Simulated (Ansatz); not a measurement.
Structure relaxation of GeSb2

Theory: Ansatz 0.2.0, DFT PBE, scalar-relativistic, plane waves, PAW. Cutoff 420 eV, Γ-centred k mesh, Gaussian smearing, no spin polarisation in the final step.

A relaxed cell is given with its space group left out.

```
CELL_PARAMETERS angstrom
-1.84086 1.84086 5.59208
1.84086 -1.84086 5.59208
1.84086 1.84086 -5.59208
ATOMIC_POSITIONS crystal
Ge 0.00000 0.00000 0.00000
Sb 0.64136 0.64136 0.00000
Sb 0.35864 0.35864 0.00000
```

Formation energies are uncorrected and refer to the elements' standard structures at the same level.

Problem. What space group does it have?

Solution. I4/mmm (No. 139). Conventional cell: a = 3.682 Å, c = 11.184 Å. Ge is coordinated by 8 Sb at 3.05 Å, 4 Ge at 3.68 Å and 2 Sb at 4.01 Å; Sb has 4 Ge at 3.05 Å, 1 Sb at 3.16 Å, 8 Sb at 3.56–3.68 Å and 1 Ge at 4.01 Å.

Problem. What is its formation energy per atom?

Solution. 0.25 eV/atom.

Problem. Is it a metal?

Solution. Yes, bands cross the Fermi level on the 18×18×18 mesh.

The final run used a 18×18×18 mesh on its 3-atom cell and 0.10 eV smearing. The k mesh leaves about 4 meV/atom of noise in metals. Spin–orbit coupling is left out. The cell came from a trial start, so GeSb2 may not exist in this structure.

Cost: 3 runs of about 6.8 core-minutes in all, on AMD EPYC 7R43 (Zen 3) (shared hosts).